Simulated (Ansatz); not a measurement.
## How far each method lies from full CI for GeH2, triplet

Geometry: that of the GeH2, singlet, kept fixed. The singlet lies 1.4 eV lower here.

```yaml
atoms:
  - { symbol: Ge, position_ang: [0.0000, -0.0303, 0.0000] }
  - { symbol: H, position_ang: [0.0000, 1.0906, -1.1335] }
  - { symbol: H, position_ang: [0.0000, 1.0906, 1.1335] }
```

Basis cc-pVDZ; Ansatz 0.2.0. Only valence electrons are correlated (noble-gas cores and the filled d shells of p-block atoms frozen), which leaves 6 electrons in 23 orbitals. R marks a restricted (for open shells ROHF) determinant, U an unrestricted one. Active spaces: valence = (6e, 6o) chosen from the atoms' valence shells. No spin–orbit coupling is included, and no scalar relativity.

Full CI is exact within this basis and frozen core; it isn't the basis-set limit. The frozen core follows each run's orbitals, which can shift R against U totals by a few meV for light atoms and by up to 0.1 eV past Ca.

For open shells CISD and CISDTQ are restricted-active-space CI with the open shells as a complete middle space.

* UHF ⟨S²⟩: 2.004
* T1 diagnostic (RCCSD): 0.0206
* largest doubles amplitude (RCCSD): 0.050

```
                            level  E − E(full CI) (kJ/mol)  share of correlation (%)  wall time
                              RHF                    254.7                      0.00          –
                             RMP2                     64.5                     74.68          –
                             CISD                     12.5                     95.10     0.66 s
                            RCCSD                      6.9                     97.27          –
                         RCCSD(T)                      1.7                     99.34     0.72 s
                          BCCD(T)                      1.7                     99.34     0.81 s
                           RCCSDT                      0.0                     99.99          –
                           CISDTQ                      0.1                     99.96      1.5 s
                        RCCSDT(Q)                     -0.1                    100.02      2.9 s
           CASSCF (valence space)                    160.2                     37.11          –
           NEVPT2 (valence space)                     47.1                     81.52     0.81 s
           MRCISD (valence space)                      5.7                     97.76          –
         MRCISD+Q (valence space)                     -0.2                    100.06      1.1 s
MRCISD+Q(relaxed) (valence space)                     -1.8                    100.71      1.2 s
```

The correlation energy at full CI, counted from RHF, is -2.640 eV. That run took 2.7 s on 1 thread of Arm Neoverse V2, shared host over 781,936 determinants.

Run but not shown, since their state or frozen core can't be matched to the reference's or they repeat it: UHF, UMP2, UCCSD, UCCSD(T), UCCSDT, UCCSDT(Q).

Times hold each run's SCF and search for its determinant on a shared host, so for small cases they say little of a method's own cost; they ran on 1 thread of Arm Neoverse V2.

More than 5 meV below full CI, which no variational method can be: MRCISD+Q(relaxed) (valence space).

The full-CI state has the irrep B1 of C2v, in the program's axes.

Natural occupations of full CI about the gap: 1.954 1.936 0.998 0.989 0.034 0.030 0.009 0.008 0.008 0.008; effectively unpaired electrons, Σ n²(2−n)², 2.03.
